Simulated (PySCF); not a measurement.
# LiP: bond curves at several levels of theory

One job finds the state of LiP, follows it along the bond with each method and fits the curves.

The runs use PySCF 2.14.0; Li def2-SVPD, P def2-SVPD, no relativity.

**1. Input**

Settings of the job:

```yaml
atoms: Li, P
charge: 0
basis: Li def2-SVPD, P def2-SVPD
Hamiltonian: no relativity
basis_functions: 36
electrons_treated: 18
masses_in_u: 7.0160, 30.9738
levels: PBE0, PBE, r²SCAN, BHandHLYP, TPSS, r²SCAN0, ωB97X, HF, MP2, SCS-MP2, CCSD, CCSD(T)
grid: 80 radial by 434 angular points
occupations: held fixed by the projection of orbital angular momentum
dissociation_limit: Li + P, each in its ground configuration
starting_distance_in_angstrom: 2.350
values_of_2S_to_try: 0, 2, 4
```

Run with:

```
OMP_NUM_THREADS=1 python dia.py task.json out
```

After this run come: First curve: PBE0; Excited determinants; PBE; r²SCAN; BHandHLYP; TPSS (meta-GGA); r²SCAN0 (hybrid meta-GGA); ωB97X (range-separated hybrid); UHF (mean field); Correlated methods on the Hartree–Fock reference.

Q: Predict the outcome of this session. Wanted: for each run, Re; ωe; De; μ.

As calculated:

Lowest PBE0 solution found, without spin–orbit coupling: ³Σ⁻ (triplet), unpaired electrons π ↑↑. State 2 has its PBE0 minimum 0.33 eV higher, as a spin-mixed determinant (⟨S²⟩ = 1.01), so this is no gap between pure states. State 3 has its PBE0 minimum 0.71 eV higher. State 4 has its PBE0 minimum 1.04 eV higher, as a spin-mixed determinant (⟨S²⟩ = 1.01), so this is no gap between pure states. The other levels ran on the lowest alone.

```csv
level,Re (Å),ωe (cm⁻¹),De (eV),μ (D)
UHF,2.356,494,0.74,-7.28
UHF-MP2,2.362,476,1.27,n/a
UHF-SCS-MP2,2.364,473,1.30,n/a
UHF-CCSD,2.366,470,1.31,n/a
UHF-CCSD(T),2.371,465,1.36,n/a
PBE,2.336,482,1.89,-6.12
TPSS,2.341,487,1.95,-6.45
r²SCAN,2.346,484,1.83,-6.71
PBE0,2.327,497,1.81,-6.57
r²SCAN0,2.336,495,1.79,-6.88
BHandHLYP,2.316,507,1.81,-6.68
ωB97X,2.329,501,1.96,-7.05
```

De is counted to Li + P in their ground configurations. A positive dipole means Li(−)P(+).

Differences from CCSD(T) in the same basis:

```csv
level,Re (mÅ),ωe (%)
UHF,-15,+6.2
UHF-MP2,-8,+2.5
UHF-SCS-MP2,-6,+1.8
UHF-CCSD,-5,+1.0
PBE,-35,+3.8
TPSS,-30,+4.7
r²SCAN,-24,+4.0
PBE0,-44,+6.9
r²SCAN0,-35,+6.5
BHandHLYP,-55,+9.1
ωB97X,-42,+7.8
```

Judged by CCSD(T) in the same basis: best bond length UHF-CCSD (-5 mÅ), worst BHandHLYP (-55 mÅ); best wavenumber UHF-CCSD (+1.0 %), worst BHandHLYP (+9.1 %). Hartree–Fock makes the bond too short and too stiff against this reference, as it mostly does. CCSD(T) in a basis this small is itself some way from its limit, more so than the functionals. Among the levels with a De in the table, it runs from 0.74 eV (UHF) to 1.96 eV (ωB97X).

Correlated steps freeze 5 core orbitals.
